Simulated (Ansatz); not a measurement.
# C4H12N2: small, medium and large basis sets

An exercise on one series of results from a longer session: the logs are not shown, and one member is left open.

Computed with Ansatz 0.2.0, Gaussian basis. Level: one geometry, several basis sets.

The runs, in order: PBE0-D4/def2-SVP; ωB97M-V/def2-SVP; PBE0-D4/def2-QZVPP; ωB97M-V/def2-QZVPP; the functionals' def2-TZVPP values are taken from earlier runs.

## The geometry

The geometry comes from an earlier relaxation with PBE0-D4 in a triple-zeta def2 set; it is a stationary point, not always the lowest conformer.

18 atoms, charge 0, spin multiplicity 1.

Atoms are counted from 1 here; the program's logs count them from 0.

Bond lengths: C1–C2 1.529 Å, C1–H7 1.095 Å, C1–H8 1.092 Å, C1–H9 1.093 Å, C2–C3 1.521 Å, C2–C4 1.521 Å, C2–N5 1.468 Å, C3–H10 1.092 Å, C3–H11 1.092 Å, C3–H12 1.095 Å, C4–H13 1.092 Å, C4–H14 1.091 Å, C4–H15 1.093 Å, N5–N6 1.410 Å, N5–H16 1.016 Å, N6–H17 1.010 Å, N6–H18 1.015 Å. Angles: C2–C1–H7 110.8°, C2–C1–H8 110.6°, C2–C1–H9 111.1°, H7–C1–H8 108.6°, H7–C1–H9 107.7°, H8–C1–H9 107.8°, C1–C2–C3 110.0°, C1–C2–C4 110.0°, C1–C2–N5 112.2°, C3–C2–C4 110.2°, C3–C2–N5 105.9°, C4–C2–N5 108.4°, C2–C3–H10 110.4°, C2–C3–H11 110.6°, C2–C3–H12 111.2°, H10–C3–H11 108.6°, H10–C3–H12 108.3°, H11–C3–H12 107.6° and more.

As a file:

```mol
C4H12N2
  3D, bonds by distance, orders not assigned

 18 17  0  0  0  0  0  0  0  0999 V2000
   -0.4960   -1.3929   -0.0091 C   0  0
    0.2417   -0.0571   -0.1020 C   0  0
    1.7202   -0.2586    0.1947 C   0  0
    0.0601    0.5436   -1.4879 C   0  0
   -0.2383    0.9125    0.8902 N   0  0
   -1.6304    1.1259    0.8227 N   0  0
   -0.3799   -1.8337    0.9866 H   0  0
   -1.5612   -1.2588   -0.2093 H   0  0
   -0.1067   -2.1084   -0.7377 H   0  0
    2.2514    0.6944    0.1492 H   0  0
    2.1677   -0.9424   -0.5293 H   0  0
    1.8684   -0.6874    1.1913 H   0  0
    0.6271    1.4731   -1.5740 H   0  0
   -0.9931    0.7655   -1.6653 H   0  0
    0.4061   -0.1511   -2.2571 H   0  0
    0.0430    0.5974    1.8144 H   0  0
   -1.8248    2.0781    1.0977 H   0  0
   -2.1551    0.4999    1.4249 H   0  0
  1  2  8  0
  2  3  8  0
  2  4  8  0
  2  5  8  0
  5  6  8  0
  1  7  8  0
  1  8  8  0
  1  9  8  0
  3 10  8  0
  3 11  8  0
  3 12  8  0
  4 13  8  0
  4 14  8  0
  4 15  8  0
  5 16  8  0
  6 17  8  0
  6 18  8  0
M  END
```

The first run:

Input file in.yaml:

```yaml
crystal:
  periodic: [false, false, false]
  atoms:
    - {symbol: C, position_ang: [-0.495999, -1.392898, -0.009107]}
    - {symbol: C, position_ang: [0.241674, -0.057132, -0.101997]}
    - {symbol: C, position_ang: [1.720150, -0.258556, 0.194661]}
    - {symbol: C, position_ang: [0.060122, 0.543629, -1.487905]}
    - {symbol: N, position_ang: [-0.238252, 0.912543, 0.890196]}
    - {symbol: N, position_ang: [-1.630413, 1.125873, 0.822689]}
    - {symbol: H, position_ang: [-0.379861, -1.833744, 0.986600]}
    - {symbol: H, position_ang: [-1.561244, -1.258814, -0.209293]}
    - {symbol: H, position_ang: [-0.106718, -2.108421, -0.737661]}
    - {symbol: H, position_ang: [2.251384, 0.694405, 0.149250]}
    - {symbol: H, position_ang: [2.167659, -0.942390, -0.529276]}
    - {symbol: H, position_ang: [1.868429, -0.687413, 1.191325]}
    - {symbol: H, position_ang: [0.627087, 1.473056, -1.574042]}
    - {symbol: H, position_ang: [-0.993131, 0.765511, -1.665279]}
    - {symbol: H, position_ang: [0.406074, -0.151061, -2.257051]}
    - {symbol: H, position_ang: [0.042970, 0.597410, 1.814379]}
    - {symbol: H, position_ang: [-1.824831, 2.078134, 1.097657]}
    - {symbol: H, position_ang: [-2.155081, 0.499877, 1.424865]}
basis:
  gaussian: {orbitals: def2-SVP}
hamiltonian: {xc: pbe0, dispersion: d4}
output: {orbitals: {seedname: orbitals}}
```

Command:

```
ansatz run in.yaml --threads 2 --pin off --events-out ev --progress --plain --max-ram 22528MiB --backend cpu
```

Among the steps run: PBE0-D4 in def2-SVP; ωB97M-V in def2-SVP; PBE0-D4 in def2-QZVPP; ωB97M-V in def2-QZVPP.

One table of the session follows, with a row left open; its other results are not shown here.

It belongs to the step «Density functionals: the series». 

| functional | basis | HOMO (eV) | LUMO (eV) |
| --- | --- | --- | --- |
| PBE0-D4 | def2-SVP | -6.39 | 1.54 |
| PBE0-D4 | def2-TZVPP | ? | ? |
| PBE0-D4 | def2-QZVPP | -6.65 | 0.45 |
| ωB97M-V | def2-SVP | -8.79 | 3.17 |
| ωB97M-V | def2-TZVPP | -9.01 | 2.26 |
| ωB97M-V | def2-QZVPP | -9.05 | 1.59 |

Estimate the missing values for PBE0-D4, def2-TZVPP.

**Answer.** HOMO (eV): -6.60; LUMO (eV): 0.86. In the column «HOMO (eV)» it lies between PBE0-D4, def2-QZVPP (-6.65) and PBE0-D4, def2-SVP (-6.39).
